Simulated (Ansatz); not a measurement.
A made-up structure of SiH3SO (charge +1), closed shell:

```
6
angstrom
O -0.7479 -0.7975 0.0036
Si 0.3166 0.6326 0.1653
S 0.8725 -1.3213 0.6383
H -0.9226 -1.1780 -0.8773
H -1.5461 -0.5273 0.4839
H -0.1955 1.5050 1.2279
```

It is relaxed with PBE-D4/def2-SVP and then PBE0-D4/def2-TZVP (Ansatz 0.2.0). Atoms count as bonded within 1.22 times the sum of their covalent radii (H–H: 0.88 Å). The end point is not checked to be a true minimum.

(1) Does its bonding change? (A judgement: the text doesn't fix the answer.)

## Answers

(1) The calculation gives: Yes. Formed: none; broken: O1–S3.

Where it ends: The first stage lowers the energy by 5.69 eV in 25 steps. It ends as SiH₃SO ([OH2][SiH][S]), total charge +1:
| atom | x (Å) | y (Å) | z (Å) |
| --- | --- | --- | --- |
| O1 | -1.0695 | -0.6358 | -0.1638 |
| Si2 | 0.3142 | 0.1803 | 0.6752 |
| S3 | 1.3948 | -0.9498 | 1.7481 |
| H4 | -1.7305 | -0.2315 | -0.7523 |
| H5 | -1.2090 | -1.5919 | -0.0418 |
| H6 | 0.0771 | 1.5423 | 0.1763 |

Labels in which every atom is bracketed show which atoms are joined, not bond orders.

For scale, one of the runs: PBE0-D4/def2-TZVP relaxation, 123 basis functions, launched by `ansatz run in.yaml --threads 2 --pin off --events-out ev --progress --plain --max-ram 4352MiB`. The run took about 14 s on 2 CPU threads of an Arm Neoverse V1 (shared host).
